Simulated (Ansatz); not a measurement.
A made-up structure of Al2H3O (charge -1), closed shell:

O1  (-1.121, -2.006, 1.289)
Al2  (-0.597, -1.270, -0.078)
Al3  (0.521, 1.112, 0.087)
H4  (0.486, 0.204, 1.306)
H5  (1.112, 2.030, -1.132)
H6  (0.762, 1.971, 1.446)
(Å)

It is relaxed with PBE-D4/def2-SVPD and then PBE0-D4/def2-TZVPD (Ansatz 0.2.0). Atoms count as bonded within 1.22 times the sum of their covalent radii (H–H: 0.88 Å). The end point is not checked to be a true minimum.

Does its bonding change? (Judge from chemistry; the calculation decides.)

The calculation gives: No: no bond forms or breaks.

Where it ends: The first stage lowers the energy by 2.70 eV in 13 steps. It ends as Al₂H₃O ([O][Al][AlH3]), total charge -1:
```csv
atom,x (Å),y (Å),z (Å)
O1,-1.8740,-2.2644,0.6183
Al2,-0.8669,-0.9966,0.5547
Al3,0.7796,1.0781,0.4488
H4,2.1625,0.5538,1.1128
H5,0.9124,1.4296,-1.1281
H6,0.0489,2.2404,1.3107
```

Labels in which every atom is bracketed show which atoms are joined, not bond orders.

For scale, one of the runs: PBE0-D4/def2-TZVPD relaxation, 153 basis functions, launched by `ansatz run in.yaml --threads 2 --pin off --events-out ev --progress --plain --max-ram 4352MiB`. The run took about 13 s on 2 CPU threads of an Arm Neoverse V2 (shared host).
